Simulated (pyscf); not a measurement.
This saddle point was located with ωB97X-D3(BJ)/def2-SVP in PySCF.

```
Ti
O 1 1.6754
H 2 1.1823 1 79.25
N 3 1.4268 2 135.65 1 -1.08
H 4 1.0191 3 120.58 2 109.71
H 4 1.0192 5 110.36 3 -144.91
Cl 1 2.1949 2 113.36 3 110.39
Cl 1 2.1950 2 113.30 3 -108.70
```
Charge 0, spin multiplicity 1.

Surface: singlet, charge 0. Lowest wavenumbers (cm⁻¹): 1638i, 90, 102, 142, 194.

Problem. Which two sides does it connect, and which bonds change?

Solution. O=Ti(Cl)–Cl (SMILES [O]=[Ti]([Cl])[Cl]) + NH₃ (SMILES N) ⇌ H₂N–Ti(OH)(Cl)–Cl (SMILES [NH2][Ti]([OH])([Cl])[Cl]), an addition across a multiple bond or ene-type step read from left to right: H–N broken and H–O, N–Ti formed. At ωB97M-D3(BJ)/def2-TZVP it lies -30.2 kJ/mol from the left side and +127.9 kJ/mol from the right (each side as separated species at their lowest minima found). On the reactant side the descent ends in an adduct with a N–Ti contact, 194.7 kJ/mol under the separated species and 156.7 kJ/mol under the saddle at ωB97X-D3(BJ)/def2-TZVP. On the product side the descent ends in a point that may be a rotor saddle (no frequency run), 8.4 kJ/mol over the lowest minimum found and 119.4 kJ/mol under the saddle at ωB97X-D3(BJ)/def2-TZVP. At ωB97M-D3(BJ) the saddle lies under the separated reactants, which points to a path from their complex (located at ωB97X-D3(BJ) alone). What is counted as formed (N–Ti) is already present as a longer contact in the reactant adduct; forming that adduct is a step of its own. At the saddle there is also a short H–Ti contact that neither side keeps. This is the saddle that the search found; another between the same sides may lie lower.
